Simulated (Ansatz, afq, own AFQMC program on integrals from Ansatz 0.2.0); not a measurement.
## H3O⁺, triplet in cc-pVDZ, levels against CCSDT(Q)

```xyz
4

O     0.0002   -0.0001   -0.0419
H     0.9410    0.0142    0.2253
H    -0.4835    0.8094    0.2180
H    -0.4600   -0.8219    0.2221
```

Basis cc-pVDZ. Noble-gas cores (and the filled d shells of Ga–Kr and In–Xe) are frozen. AFQMC by an in-house program on the Cholesky factors that Ansatz 0.2.0 writes for its CCSD(T) run. ph-AFQMC/CISD is guided by a CISD state made of CCSD amplitudes; releasing the constraint for a short imaginary time cuts its bias at the price of noise, slowly where states lie close. ± is one standard error of the sampling.

Determinant: UHF, the one that the program's search chose, which needn't be the lowest solution. The geometry is a PBE0/def2-TZVP stationary point of this or a neighbouring charge and spin state.

No full CI on the walks' own integrals is used here; CCSDT(Q) serves as the reference and is uncertain by about the last step of the cluster series.

Cautions: another spin lies lower (by 11.12 eV).

- T1 diagnostic: 0.0082
- weight of the determinant in the CISD state: 0.947
- ⟨S²⟩ of the determinant: 2.004
- size of the correlated space: 8 electrons in 28 orbitals

| level | correlation energy (eV) |
| --- | --- |
| MP2 | -4.6208 |
| CCSD | -5.1150 |
| CCSD(T) | -5.2068 |

Problem. Estimate where phaseless AFQMC with a CISD trial lies against CCSD(T) on the same integrals.

Solution. 0.32 ± 0.16 kcal/mol below CCSD(T).

Reference: CCSDT(Q), correlation energy -5.224 eV. The released energy is read at 2.40 1/Eh (meV from the phaseless value at times in 1/Eh: -9 ± 7 at 0.24, 3 ± 5 at 0.51, -9 ± 6 at 0.99, 8 ± 5 at 1.62, 14 ± 10 at 2.40).

| level | E − E(reference) (kcal/mol) | share of correlation (%) |
| --- | --- | --- |
| CCSD(T) | 0.40 | 99.67 |
| CCSDT | 0.15 | 99.87 |
| ph-AFQMC/CISD | 0.08 ± 0.16 | 99.94 |
| released AFQMC | 0.41 ± 0.22 | 99.66 |

A walk keeps the symmetry of its determinant, which the program's search chose and which needn't be the lowest solution, so a lower state of the same spin and another symmetry isn't excluded. Released energies are given only where the last usable release times agree within the noise; a slower fall can still hide under it.
